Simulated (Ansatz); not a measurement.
# triplet HNO2: levels of theory compared

We compute a comparison of 6 runs (U-r2SCAN0/STO-3G, UBLYP/STO-3G, UHSE06/STO-3G, UPBE0/STO-3G, RPA@PBE/STO-3G, UCCSDT(Q)/STO-3G) of triplet HNO2. 

Program for the calculation: Ansatz 0.2.0.

61 further runs of the same task are left out: 1 that didn't finish, 60 set aside as unsound or not needed.

## (1) Starting point

HNO2 has 4 atoms, charge 0, and is taken as a triplet. As SMILES of the parent species, `O=NO`. Geometry: relaxed at PBE0-D4/def2-TZVP. That shape belongs to the parent species and isn't relaxed for this state.

Bond lengths: O1–N2 1.162 Å, N2–O3 1.397 Å, O3–H4 0.967 Å. Angles: O1–N2–O3 111.2°, N2–O3–H4 102.9°.

## (2) A single-point energy at U-r2SCAN0/STO-3G (run 1)

Contents of run.yaml:

```yaml
crystal:
  periodic: [false, false, false]
  atoms:
    - {symbol: O, position_ang: [0.413650, 0.047230, 1.437260]}
    - {symbol: N, position_ang: [0.320150, -0.419400, 0.377370]}
    - {symbol: O, position_ang: [-0.362650, 0.434660, -0.492650]}
    - {symbol: H, position_ang: [-0.371140, -0.062490, -1.321980]}
basis:
  gaussian: {orbitals: STO-3G}
magnetization: {spin_polarized: true, initial_magnetization: 2}
hamiltonian: {xc: {name: r2SCAN0}}
accuracy: high
```

Started as:

```
$ ansatz run run.yaml --threads 1 --pin off --max-ram 3480MiB --events-out events.jsonl --progress --plain --runs-dir runs
```

Output:

```text
Warning: RAYON_NUM_THREADS=1 ignored (pool sized by the plan → 1); use --threads N
Functional definition: r2SCAN0
  name "r2SCAN0"
  parameter a = 0.25
  parameter k0 = 0.174
  parameter k1 = 0.065
  parameter a1 = 4.9479
  exchange = (1 - a)*r2scan_x(k0 = k0, k1 = k1, a1 = a1) + a*exact_x
  correlation = r2scan_c
275 factors; integrals over basis functions are off by at most 2.3e-8 eV
mean field evaluation 1: about -5515.9112 eV, gradient 7.3e0 eV
mean field evaluation 2: about -5516.0282 eV, gradient 7.2e0 eV
mean field evaluation 4: about -5516.3048 eV, gradient 4.9e-1 eV
mean field evaluation 8: about -5516.3293 eV, gradient 7.8e-3 eV
mean field evaluation 16: about -5516.3293 eV, gradient 4.7e-6 eV
mean field -5516.32932832 eV, -202.7213637134 hartree, gradient 6.2e-8 eV, S^2 2.006494; 0 other end points of the search recorded, 0 dependent functions left out
reference -5516.32932865 eV, -202.7213637255 hartree; 13, 11 occupied and 3, 5 virtual orbitals, 275 factors
Total energy: -5516.32932865 eV, -202.7213637255 hartree
```

It took 1.7 s on 1 thread of Intel Xeon 6975P-C (Granite Rapids), shared host; peak memory 0.2 GiB.

## (3) A single-point energy at UBLYP/STO-3G (run 2)

Contents of run.yaml:

```yaml
crystal:
  periodic: [false, false, false]
  atoms:
    - {symbol: O, position_ang: [0.413650, 0.047230, 1.437260]}
    - {symbol: "N", position_ang: [0.320150, -0.419400, 0.377370]}
    - {symbol: O, position_ang: [-0.362650, 0.434660, -0.492650]}
    - {symbol: H, position_ang: [-0.371140, -0.062490, -1.321980]}
basis:
  gaussian:
    orbitals: STO-3G
magnetization:
  spin_polarized: true
  initial_magnetization: 2
hamiltonian:
  xc: {name: BLYP}
accuracy: high
```

Started as:

```
$ ansatz run run.yaml --threads 1 --pin off --max-ram 3480MiB --events-out events.jsonl --progress --plain --runs-dir runs
```

Output:

```text
Warning: RAYON_NUM_THREADS=1 ignored (pool sized by the plan → 1); use --threads N
Functional definition: BLYP
  name "BLYP"
  parameter beta = 0.0042
  parameter a = 0.04918
  parameter b = 0.132
  parameter c = 0.2533
  parameter d = 0.349
  exchange = b88_x(beta = beta)
  correlation = lyp_c(a = a, b = b, c = c, d = d)
275 factors; integrals over basis functions are off by at most 2.3e-8 eV
mean field evaluation 1: about -5516.3439 eV, gradient 5.7e0 eV
mean field evaluation 2: about -5516.5877 eV, gradient 2.9e0 eV
mean field evaluation 4: about -5516.6387 eV, gradient 1.1e-1 eV
mean field evaluation 8: about -5516.6048 eV, gradient 3.0e-2 eV
mean field evaluation 16: about -5516.6048 eV, gradient 2.3e-7 eV
mean field -5516.60476474 eV, -202.7314858153 hartree, gradient 2.7e-8 eV, S^2 2.001246; 0 other end points of the search recorded, 0 dependent functions left out
reference -5516.60479146 eV, -202.7314867973 hartree; 13, 11 occupied and 3, 5 virtual orbitals, 275 factors
Total energy: -5516.60479146 eV, -202.7314867973 hartree
```

It took 0.71 s on 1 thread of Intel Xeon 6975P-C (Granite Rapids), shared host; peak memory 0.12 GiB.

Runs 3 to 4 aren't shown in full; the table further down has their settings and results.

## (4) A single-point energy at RPA@PBE/STO-3G (run 5)

Contents of in.yaml:

```yaml
basis:
  gaussian:
    orbitals: STO-3G
crystal:
  periodic: [false, false, false]
  atoms:
    - {symbol: O, position_ang: [0.413650, 0.047230, 1.437260]}
    - {symbol: N, position_ang: [0.320150, -0.419400, 0.377370]}
    - {symbol: O, position_ang: [-0.362650, 0.434660, -0.492650]}
    - {symbol: H, position_ang: [-0.371140, -0.062490, -1.321980]}
magnetization:
  spin_polarized: true
  initial_magnetization: 2
correlation:
  method: rpa
  frozen_orbitals: {H: 0, "N": 1, O: 1}
accuracy: high
hamiltonian:
  xc: {name: PBE}
```

Started as:

```
$ ansatz run in.yaml --threads 1 --pin off --max-ram 3480MiB --events-out events.jsonl --progress --plain --runs-dir runs
```

Output:

```text
Warning: RAYON_NUM_THREADS=1 ignored (pool sized by the plan → 1); use --threads N
Functional definition: PBE
  name "PBE"
  parameter kappa = 0.804
  parameter beta = 0.06672455060314922
  exchange = pbe_x(kappa = kappa, mu = beta*pi^2/3)
  correlation = pbe_c(beta = beta)
275 factors; integrals over basis functions are off by at most 2.3e-8 eV
mean field evaluation 1: about -5512.5746 eV, gradient 5.6e0 eV
mean field evaluation 2: about -5512.5351 eV, gradient 5.7e0 eV
mean field evaluation 4: about -5512.7366 eV, gradient 4.0e0 eV
mean field evaluation 8: about -5512.8343 eV, gradient 7.3e-2 eV
mean field evaluation 16: about -5512.8343 eV, gradient 1.2e-6 eV
mean field -5512.83430140 eV, -202.5929238430 hartree, gradient 1.7e-8 eV, S^2 2.001162; 0 other end points of the search recorded, 0 dependent functions left out
3 core orbitals not correlated: weight in the atoms' cores, before any rotation towards them, 1.000 or more for the frozen orbitals, at most 0.000 for the correlated occupied ones
reference -5492.35726792 eV, -201.8404067427 hartree; 10, 8 occupied and 3, 5 virtual orbitals, 275 factors
Total energy: -5499.27748233 eV, -202.0947199315 hartree
```

Wall time 0.77 s (1 thread of Intel Xeon 6975P-C (Granite Rapids), shared host); peak memory 0.12 GiB.

## (5) The energy at UCCSDT(Q)/STO-3G (run 6)

Contents of job.yaml:

```yaml
crystal:
  periodic: [false, false, false]
  atoms:
    - {symbol: O, position_ang: [0.413650, 0.047230, 1.437260]}
    - {symbol: N, position_ang: [0.320150, -0.419400, 0.377370]}
    - {symbol: O, position_ang: [-0.362650, 0.434660, -0.492650]}
    - {symbol: H, position_ang: [-0.371140, -0.062490, -1.321980]}
basis:
  gaussian:
    orbitals: STO-3G
magnetization:
  spin_polarized: true
  initial_magnetization: 2
correlation:
  method: ccsdt_q
  frozen_orbitals: {H: 0, "N": 1, O: 1}
accuracy: high
scf:
  omitted_lower_state_checks: [cluster_reference, increment]
```

Started as:

```
$ ansatz run job.yaml --threads 1 --pin off --max-ram 3480MiB --events-out events.jsonl --progress --plain --runs-dir runs
```

Output, cut to the lines that bear on the results:

```text
Warning: RAYON_NUM_THREADS=1 ignored (pool sized by the plan → 1); use --threads N
Functional definition: HF
  name "HF"
[...]
275 factors; integrals over basis functions are off by at most 2.3e-8 eV
[...]
mean field -5493.14851865 eV, -201.8694846704 hartree, gradient 1.5e-8 eV, S^2 2.020890; 0 other end points of the search recorded, 0 dependent functions left out
3 core orbitals not correlated: weight in the atoms' cores, before any rotation towards them, 1.000 or more for the frozen orbitals, at most 0.000 for the correlated occupied ones
reference -5493.14851865 eV, -201.8694846704 hartree; 10, 8 occupied and 3, 5 virtual orbitals, 275 factors
second order -2.75335093 eV of doubles, -0.00000000 eV of singles
cycle   1  -3.25823760 eV  change   -5.0e-1 eV  update   7.8e-2
[...]
cycle  27  -3.82045479 eV  change  -7.4e-11 eV  update   1.4e-9
perturbative correction -0.00931333 eV, -0.0003422586 hartree
Total energy: -5496.97828677 eV, -202.0102260530 hartree
Checks for a lower state left out: cluster_reference, increment
```

Wall time 0.72 s (1 thread of Intel Xeon 6975P-C (Granite Rapids), shared host); peak memory 0.11 GiB.

## (6) All runs side by side

```tsv
run	level	frozen core orbitals	energy (Eh)	⟨S²⟩	wall time
1	U-r2SCAN0/STO-3G	–	-202.721364	2.006	1.7 s
2	UBLYP/STO-3G	–	-202.731487	2.001	0.71 s
3	UHSE06/STO-3G	–	-202.611087	2.004	0.9 s
4	UPBE0/STO-3G	–	-202.619135	2.004	0.78 s
5	RPA@PBE/STO-3G	3	-202.094720	2.001	0.77 s
6	UCCSDT(Q)/STO-3G	3	-202.010226	2.021	0.72 s
```

## (7) Summary of results

| quantity | value |
| --- | --- |
| run 6: total energy | -202.01023 Eh |
| run 6: correlation energy (3 core orbitals frozen) | -140.7 mEh |
| run 6: ⟨S²⟩ of the reference determinant | 2.021 |
| run 6: T1 diagnostic | 0.032 |

In words: Totals of different functionals can't be ranked against each other. In runs 1, 2, 3, 4, 5, 6 the basis is minimal, so the values are rough. All runs together took 5.6 s, the longest 1.7 s.
